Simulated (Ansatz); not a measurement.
A made-up structure of BSiH4 (charge +1), closed shell:

```csv
atom,x (Å),y (Å),z (Å)
B1,-0.1179,-1.0633,-0.0297
Si2,0.1015,0.9149,0.0256
H3,-1.2153,-1.5122,-0.1437
H4,0.3308,0.3949,1.3269
H5,0.3092,1.7254,-1.1941
H6,0.0686,1.6826,1.2894
```

It is relaxed with PBE-D4/def2-SVP and then PBE0-D4/def2-TZVP (Ansatz 0.2.0). Atoms count as bonded within 1.22 times the sum of their covalent radii (H–H: 0.88 Å). The end point is not checked to be a true minimum.

Task: Does its bonding change? (A judgement: the text doesn't fix the answer.)

Result: The calculation gives: Yes. Formed: B1–H4; broken: Si2–H4.

Where it ends: The first stage lowers the energy by 4.89 eV in 16 steps. It ends as BSiH₄ ([BH2][SiH2]), total charge +1:
```csv
atom,x (Å),y (Å),z (Å)
B1,-0.0871,-0.7037,0.3535
Si2,-0.0873,1.2700,0.0909
H3,-1.0291,-1.3292,-0.0211
H4,0.8551,-1.2090,0.8787
H5,0.4512,1.9087,-1.1295
H6,-0.6258,2.2055,1.1019
```

Labels in which every atom is bracketed show which atoms are joined, not bond orders.

For scale, one of the runs: PBE0-D4/def2-TZVP relaxation, 92 basis functions, launched by `ansatz run in.yaml --threads 2 --pin off --events-out ev --progress --plain --max-ram 4352MiB`. The run took about 4.8 s on 2 CPU threads of an Arm Neoverse V2 (shared host).
